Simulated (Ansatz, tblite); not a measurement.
# The cluster Pd2Au+: rung by rung

Aim: run the singlet of the cluster Pd2Au+ at one geometry on many levels, and compare frontier levels, spin and run time.

Method: as each input shows; program: Ansatz 0.2.0, Gaussian basis.

Plan: GFN1-xTB, GFN2-xTB, PBE-D4/def2-TZVP, r2SCAN-D4/def2-TZVP, CAM-B3LYP-D4/def2-TZVP, revPBE-D4/def2-TZVP, LC-ωPBE/def2-TZVP, LDA/def2-TZVP, PBE-QIDH/def2-TZVP, PBE-D4/def2-SVP, PBE0-D4/def2-SVP, CCSD(T)/def2-TZVPP, MP2/def2-TZVP.

2 further runs of the same task are left out: 1 that didn't finish, 1 set aside as unsound or not needed. Runs told in other sessions of the task aren't counted.

## Step 1: The geometry

The singlet was relaxed beforehand with PBE-D4/def2-TZVP. At that level it is the lowest of the isomers that a small search found.

3 atoms, charge 1, spin multiplicity 1.

Bond lengths: Pd1–Pd2 2.445 Å, Pd1–Au3 2.557 Å, Pd2–Au3 2.557 Å. Angles: Pd2–Pd1–Au3 61.4°, Pd1–Pd2–Au3 61.4°, Pd1–Au3–Pd2 57.1°.

Geometry (Å):

```xyz
3

Pd    1.4038    0.2497    0.1492
Pd   -0.4013   -1.3601   -0.2107
Au   -1.0025    1.1104    0.0616
```

Au, Pd take a core potential in the def2 sets. No spin-orbit coupling is included. The ion is computed in the gas phase, without counter-ions or solvent.

PBE0-D4/def2-TZVP was run before; its log isn't repeated, and its numbers join the tables.

## Step 2: GFN1-xTB

Tight binding, by tblite at 300 K electronic temperature and without a spin-polarisation term:

```python
tblite.interface.Calculator('GFN1-xTB', numbers, positions, charge=1, uhf=0).singlepoint()
```

Energy -335.8537 eV, HOMO -16.04 eV, LUMO -15.69 eV; 0.004 s.

## Step 3: GFN2-xTB

Tight binding, by tblite at 300 K electronic temperature and without a spin-polarisation term:

```python
tblite.interface.Calculator('GFN2-xTB', numbers, positions, charge=1, uhf=0).singlepoint()
```

Energy -338.8643 eV, HOMO -14.66 eV, LUMO -14.35 eV; 0.003 s.

## Step 4: PBE-D4/def2-TZVP

start.molden holds the orbitals of an earlier run on this state, given as this run's starting guess.

in.yaml

```yaml
crystal:
  periodic: [false, false, false]
  atoms:
    - {symbol: Pd, position_ang: [1.403817, 0.249729, 0.149166]}
    - {symbol: Pd, position_ang: [-0.401349, -1.360088, -0.210720]}
    - {symbol: Au, position_ang: [-1.002468, 1.110359, 0.061554]}
basis:
  gaussian: {orbitals: def2-TZVP, initial_orbitals: start.molden}
total_charge: 1
hamiltonian: {xc: pbe, dispersion: d4}
scf: {omitted_lower_state_checks: [starts]}
output: {orbitals: {seedname: orbitals}}
```

Launch:

```console
$ ansatz run in.yaml --threads 4 --pin off --events-out ev --progress --plain --max-ram 3916MiB
```

The runs that follow: r2SCAN-D4/def2-TZVP; CAM-B3LYP-D4/def2-TZVP; revPBE-D4/def2-TZVP; LC-ωPBE/def2-TZVP; LDA/def2-TZVP; PBE-QIDH/def2-TZVP; PBE-D4/def2-SVP; PBE0-D4/def2-SVP; CCSD(T)/def2-TZVPP; MP2/def2-TZVP.

Before running them: what should the planned runs give, taken together? Wanted: gap in def2-TZVP, named functionals, smallest and largest; correlation energy, CCSD(T)/def2-TZVPP; correlation energy, MP2/def2-TZVP; PBE0 total energy, smallest basis above largest.

**Answer**, as computed:

| quantity | value |
| --- | --- |
| gap in def2-TZVP, named functionals, smallest and largest | 0.01 eV (r2SCAN-D4), 6.41 eV (LC-ωPBE) |
| correlation energy, CCSD(T)/def2-TZVPP | -52.48 eV |
| correlation energy, MP2/def2-TZVP | -38.54 eV |
| PBE0 total energy, smallest basis above largest | 2.00 eV (def2-SVP, def2-TZVP) |

In words: Orbital gaps of the named functionals in def2-TZVP span 0.01 eV (r2SCAN-D4) to 6.41 eV (LC-ωPBE); exact exchange widens it. LDA, PBE-D4, revPBE-D4 leave an empty level below a filled one, so this occupation isn't an aufbau state there; left out of the range. Notes on CCSD(T)/def2-TZVPP: state flagged by the program.
